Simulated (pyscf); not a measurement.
# Four-centre exchange: H₃C–F (SMILES CF) + H₃C–AlH–F (SMILES [CH3][AlH][F]) → CH₄ (SMILES C) + H₃C–Al(F)–F (SMILES [CH3][Al]([F])[F])

Gas phase, singlet surface, charge 0. Bonds broken: C1–F11, Al2–H12. Bonds formed: C1–H12, Al2–F11. Single points on ωB97X-D3(BJ)/def2-SVP structures (PySCF, gas phase).

Transition state (Å):

```xyz
12

C     -1.7148    -2.4530     0.4951
Al    -0.5134     0.0329     0.2089
C      0.6047     1.1949     1.2964
F     -0.9616     0.5265    -1.3387
H     -0.9765    -3.0155     1.0666
H     -2.7171    -2.4296     0.9267
H     -1.6764    -2.5784    -0.5880
H      0.6711     0.8512     2.3427
H      0.2177     2.2285     1.3093
H      1.6339     1.2411     0.9002
F     -1.9901    -0.6047     0.9867
H     -0.1088    -1.5799     0.1452
```

One imaginary mode, 930i cm⁻¹; descent along it reached the two sides named, in the forms told below.

| bond | change | reactant side (Å) | saddle | product side |
|---|---|---|---|---|
| C1–F11 | breaks | 1.428 | 1.932 | 3.2 |
| Al2–H12 | breaks | 1.590 | 1.664 | 2.338 |
| C1–H12 | forms | 3.4 | 1.861 | 1.103 |
| Al2–F11 | forms | 2.019 | 1.787 | 1.675 |

Electronic energies relative to the separated reactants (kcal/mol):

```tsv
level	barrier	reaction energy	reverse barrier
ωB97X-D3(BJ)/def2-TZVP	24.0	-67.8	91.9
PBE/def2-TZVP	18.6	-67.1	85.7
r²SCAN/def2-TZVP	18.0	-70.1	88.1
B3LYP-D3(BJ)/def2-TZVP	20.7	-68.4	89.2
PBE0-D3(BJ)/def2-TZVP	22.9	-67.5	90.5
M06-2X/def2-TZVP	25.0	-69.6	94.6
ωB97M-D3(BJ)/def2-TZVP	23.3	-69.0	92.2
HF/def2-TZVP	36.6	-66.9	103.5
```

With ωB97M-D3(BJ)/def2-TZVP energies and thermal terms (ideal gas, 1 atm, RRHO with modes under 100 cm⁻¹ raised to 100, one conformer, R ln 2 for chiral ones without a mode under 150 cm⁻¹), in kcal/mol:

```json
[
 {"T (K)": "298", "ΔH‡": "22.9", "ΔG‡": "33.7", "ΔH": "-67.6", "ΔG": "-66.6"},
 {"T (K)": "600", "ΔH‡": "23.8", "ΔG‡": "44.4", "ΔH": "-67.4", "ΔG": "-65.7"},
 {"T (K)": "900", "ΔH‡": "24.6", "ΔG‡": "54.5", "ΔH": "-67.4", "ΔG": "-64.9"},
 {"T (K)": "1200", "ΔH‡": "25.4", "ΔG‡": "64.3", "ΔH": "-67.6", "ΔG": "-64.0"}
]
```

On the reactant side the descent ends in an adduct with a Al–F contact, 15.5 kcal/mol under the separated species and 39.5 kcal/mol under the saddle at ωB97X-D3(BJ)/def2-TZVP. On the product side the descent ends in a complex, 4.6 kcal/mol under the separated species and 96.5 kcal/mol under the saddle at ωB97X-D3(BJ)/def2-TZVP. What is counted as formed (Al–F) is already present as a longer contact in the reactant adduct; forming that adduct is a step of its own. One saddle was located; it need not be the lowest between these sides.
